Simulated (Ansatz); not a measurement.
C2H3FN2 (`FC1N=CN1`) at its PBE0-D4/def2-TZVP geometry, where that method's forces vanish. The species carries charge 0 and has multiplicity 1.

```xyz
8

F     0.5610    0.6612   -1.6663
C    -0.3252    0.3838   -0.6865
N    -0.5480   -1.0482   -0.4534
C     0.0011   -0.8484    0.6911
N     0.2272    0.5305    0.6759
H    -1.2371    0.9608   -0.8560
H     0.1559   -1.5379    1.5176
H     1.1650    0.8981    0.7777
```

Problem. What forces (eV/Å) does r2SCAN-D4/def2-TZVPP give on these atoms in Ansatz? (Estimate.)

Solution. Ansatz gave: 
```
F1   0.223  0.060 -0.228
C2  -0.290  0.121 -0.051
N3  -0.260 -0.360 -0.370
C4   0.165 -0.092  0.312
N5   0.132  0.217  0.299
H6  -0.010  0.007  0.001
H7  -0.006  0.008  0.018
H8   0.045  0.039  0.018
```
